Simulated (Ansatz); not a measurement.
Molecule (SMILES): [C-]#[S+] (C-S).
Geometry (B3LYP-D3(BJ)/def2-TZVP, fixed):
```
C
S 1 1.5320
```

Basis-set convergence of the dipole moment at CCSD(T) with Ansatz (a quantum-chemistry and plane-wave program). Dipoles come from the density behind the forces; the sign is taken along the dipole that this method gives in the largest set. The reference of a correlated method is not its basis-set limit, which lies further on. Cartesian d functions, on some or all atoms, in 6-31G**; all else is spherical. Cores are frozen. No added dispersion term, no relativity. Reference: the value in aug-pcseg-3, 1.994 D, itself unsure by roughly 0.012 D (its mean distance from aug-cc-pV(Q+d)Z, def2-QZVPPD). Deviations are taken from unrounded values.

```tsv
basis	functions	dipole moment (D)	minus reference (D)
STO-3G	14	1.603	-0.391
3-21G	22	1.561	-0.433
6-31G**	34	1.763	-0.231
aug-pcseg-1	50	2.025	0.031
aug-cc-pV(D+d)Z	55	2.031	0.037
cc-pV(T+d)Z	69	1.956	-0.038
jun-cc-pV(T+d)Z	87	2.008	0.014
def2-TZVPPD	88	2.011	0.017
cc-pV(Q+d)Z	119	1.961	-0.033
```

The smallest set listed that lies within 0.1 D of the reference with all its larger relatives (same family, alike in diffuse functions; a set with none counts only in the reference's own line) is aug-pcseg-1 (50 functions, 0.031 D off). (Relatives not listed, tested too: aug-pcseg-2 0.033, aug-cc-pV(T+d)Z 0.011, def2-QZVPPD -0.013, aug-cc-pV(Q+d)Z -0.011, aug-pcseg-3 0.000, cc-pV(5+d)Z -0.024 D.)
